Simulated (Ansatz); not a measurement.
# PdS (P4₂/m, No. 84)

Calculation: PBEsol (Ansatz, a program for electronic structure, PAW).

Run with plane-wave cutoff 520 eV, 10×10×8 k mesh (along the axes of the cell as run), Fermi–Dirac smearing 0.05 eV, scalar-relativistic PAW data made under PBE.

Cell: measured lattice: a = 6.4290 Å, b = 6.4290 Å, c = 6.6110 Å, α = 90.00°, β = 90.00°, γ = 90.00°.

```
Quantity                                                                                  Value
-------------------------------------------  --------------------------------------------------
band gap                                     0.01 eV (under three smearing widths, so not firm)
smallest direct gap on the k points sampled  0.14 eV (under three smearing widths, so not firm)
```

Note: the run has no spin polarisation, so it can have missed a magnetic state; cell and atoms aren't relaxed at this level (pressure -1.7 GPa).

Spin–orbit coupling is not included; it can close the smallest gap of 0.01 eV.

The computed numbers hold no vibrational or temperature effects.

Computing time: about 100 core-seconds (a rough figure).
